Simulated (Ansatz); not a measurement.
Two isomers of C4H3F: A = `C=C=C=CF`, B = `C#C/C=C/F`.

Program: Ansatz. Geometries: PBE0-D4/def2-TZVP. ΔE: electronic, gas phase. CCSD(T)/CBS is the MP2 limit (def2-TZVPP, def2-QZVPP) plus CCSD(T) − MP2 in def2-TZVPP, frozen cores. Functionals use def2-TZVPP. B3LYP here is the variant with VWN-RPA as its local correlation; programs differ in this.

Q: Which is lower in electronic energy at CCSD(T)/CBS, and by how much? (Best estimate.)

A: Computed: B, by 11.1 kcal/mol.

Q: Give E(B) − E(A) in kcal/mol with CCSD(T)/def2-TZVPP, r2SCAN-D4, B3LYP-D4, BLYP-D4, HF/def2-TZVPP, CCSD(T)/def2-SVP, LDA (SPW92). (An estimate is asked.)

A: Computed: CCSD(T)/def2-TZVPP -10.8, r2SCAN-D4 -4.7, B3LYP-D4 -6.1, BLYP-D4 -3.5, HF/def2-TZVPP -14.6, CCSD(T)/def2-SVP -11.0, LDA (SPW92) -3.2. None reverses the order clearly.

Q: Does the order hold for the free energy at 298.15 K (harmonic terms from PBE0-D4)? (An estimate is asked.)

A: Ansatz gave: Yes: G(B) − G(A) = -10.6 kcal/mol.

Largest T1 diagnostic: 0.015.

Leaving LDA and LC-ωPBE aside and taking each functional with its dispersion term where it has one, the values, not all of them listed here, spread over 7.7 kcal/mol, from PBE-QIDH to PBE-D4. From r2SCAN to r2SCAN0 (25 % exact exchange), in def2-TZVPP and without D4, E(B) − E(A) moves by −2.8 kcal/mol.
